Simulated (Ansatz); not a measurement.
# BSi2H+ (quartet): from Hartree-Fock to the top rungs, cc-pVDZ

One table from this session's results is given with a row withheld; the runs are named, their logs left out.

Program: Ansatz 0.2.0, Gaussian basis. Level of theory: cc-pVDZ, core rule «outside noble gas», up to 11 orbitals frozen. These are calculated values, not measurements.

Plan: UHF; CCSD(T) on ROHF; CCSD(T) on UHF; BCCD(T) on ROHF; CISD as a restricted active space (open shells left free, so some higher excitations enter); CCSDT(Q) on ROHF; CCSDT(Q) on UHF.

25 further runs of the same task are left out: 9 that didn't finish, 16 set aside as unsound or not needed. Runs told in other sessions of the task aren't counted.

## The system

The geometry is a PBE0/def2-TZVP stationary point (not a proven minimum) of the parent state, kept for this charge and spin.

4 atoms, charge 1, spin multiplicity 4.

Atoms are counted from 1 here; the program's logs count them from 0.

Bond lengths: B1–Si2 1.951 Å, B1–Si3 1.944 Å, Si2–Si3 2.172 Å, Si2–H4 1.491 Å. Angles: Si2–B1–Si3 67.8°, B1–Si2–Si3 56.0°, B1–Si2–H4 129.0°, Si3–Si2–H4 175.1°, B1–Si3–Si2 56.3°.

Set-up of the first run:

Contents of in.yaml:

```yaml
crystal:
  periodic: [false, false, false]
  atoms:
    - {symbol: B, position_ang: [0.000000, -1.358854, -0.090412]}
    - {symbol: Si, position_ang: [0.000000, 0.218790, 1.056852]}
    - {symbol: Si, position_ang: [0.000000, 0.293674, -1.113422]}
    - {symbol: H, position_ang: [0.000000, 0.295418, 2.546020]}
basis:
  gaussian: {orbitals: cc-pVDZ}
total_charge: 1
magnetization: {spin_polarized: true, initial_magnetization: 3}
hamiltonian: {xc: hf}
output: {orbitals: {seedname: orbitals}}
```

Launch:

```console
ansatz run in.yaml --threads 1 --pin off --events-out ev --progress --plain --max-ram 2393MiB
```

Among the steps run: UHF; CCSD(T) on ROHF; CCSD(T) on UHF; BCCD(T) on ROHF; CISD as a restricted active space (open shells left free, so some higher excitations enter); CCSDT(Q) on ROHF; CCSDT(Q) on UHF.

One of the session's tables, all rows but one given; the rest of the session is left out.

| method | from UCCSDT(Q) (meV) |
| --- | --- |
| ROHF | +6769.5 |
| UHF | +6541.7 |
| RMP2 | +1391.8 |
| UMP2 | +1481.5 |
| CISD | +963.2 |
| RCCSD | +414.0 |
| UCCSD | +406.6 |
| RCCSD(T) | +81.2 |
| UCCSD(T) | +83.7 |
| BCCD(T) | +79.2 |
| RCCSDT | ? |
| UCCSDT | +26.8 |
| RCCSDT(Q) | +1.3 |
| UCCSDT(Q) | 0 |

Estimate the missing values for RCCSDT.

As computed: from UCCSDT(Q) (meV): +28.3. In the column «from UCCSDT(Q) (meV)» it lies between UCCSDT (+26.8) and BCCD(T) (+79.2).

Limits of these values: Restricted and unrestricted rows rest on different reference determinants; a gap between their highest levels can come from leftover correlation error, from unlike frozen cores or from another state.
